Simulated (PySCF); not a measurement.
# NaS: bond curves at several levels of theory

One job finds the state of NaS, follows it along the bond with each method and fits the curves.

Method: Na 6-31G(d,p), S 6-31G(d,p), no relativity; program: PySCF 2.14.0.

### Step 1. Input

The job is set up so:

```yaml
atoms: Na, S
charge: 0
basis: Na 6-31G(d,p), S 6-31G(d,p)
Hamiltonian: no relativity
basis_functions: 36
electrons_treated: 27
masses_in_u: 22.9898, 31.9721
levels: PBE0, PBE, r²SCAN, revPBE, M06-2X, BHandHLYP, ωB97X, HF, MP2, SCS-MP2, CCSD, CCSD(T)
grid: 80 radial by 434 angular points
occupations: held fixed by the projection of orbital angular momentum
dissociation_limit: Na + S, each in its ground configuration
starting_distance_in_angstrom: 2.560
values_of_2S_to_try: 1, 3
```

Launch:

```sh
$ OMP_NUM_THREADS=1 python dia.py task.json out
```

After this run come: First curve: PBE0; Higher solutions at PBE0; PBE; r²SCAN (meta-GGA); revPBE (GGA); M06-2X; BHandHLYP; ωB97X; UHF (mean field); MP2 and coupled cluster.

What does the calculation give? Wanted: for each run, Re; ωe; De; μ.

As calculated:

Lowest PBE0 solution found, without spin–orbit coupling: ²Π (doublet), unpaired electrons π ↑. State 2 has its PBE0 minimum 0.59 eV higher. The other levels ran on the lowest alone.

| level | Re (Å) | ωe (cm⁻¹) | De (eV) | μ (D) |
| --- | --- | --- | --- | --- |
| UHF | 2.523 | 332 | 1.41 | -9.32 |
| UHF-MP2 | 2.513 | 342 | 2.09 | n/a |
| UHF-SCS-MP2 | 2.515 | 340 | 2.07 | n/a |
| UHF-CCSD | 2.514 | 341 | 2.07 | n/a |
| UHF-CCSD(T) | 2.516 | 339 | 2.11 | n/a |
| PBE | 2.509 | 319 | 2.54 | -7.74 |
| revPBE | 2.530 | 312 | 2.44 | -7.86 |
| r²SCAN | 2.504 | 327 | 2.61 | -8.50 |
| PBE0 | 2.496 | 330 | 2.46 | -8.37 |
| BHandHLYP | 2.487 | 338 | 2.36 | -8.54 |
| M06-2X | 2.483 | 340 | 2.63 | -8.52 |
| ωB97X | 2.496 | 333 | 2.75 | -8.99 |

De is counted to Na + S in their ground configurations. A positive dipole means Na(−)S(+).

Differences from CCSD(T) in the same basis:

```csv
level,Re (mÅ),ωe (%)
UHF,+7,-2.3
UHF-MP2,-3,+0.9
UHF-SCS-MP2,-1,+0.2
UHF-CCSD,-2,+0.3
PBE,-7,-5.9
revPBE,+14,-8.1
r²SCAN,-12,-3.5
PBE0,-20,-2.7
BHandHLYP,-29,-0.5
M06-2X,-33,+0.1
ωB97X,-19,-2.0
```

Against CCSD(T) in the same basis, the bond length is nearest at UHF-SCS-MP2 (-1 mÅ) and farthest at M06-2X (-33 mÅ); the wavenumber is nearest at M06-2X (+0.1 %) and farthest at revPBE (-8.1 %). CCSD(T) in a basis this small is itself some way from its limit, more so than the functionals. Among the levels with a De in the table, it runs from 1.41 eV (UHF) to 2.75 eV (ωB97X).

Correlated steps freeze 6 core orbitals.
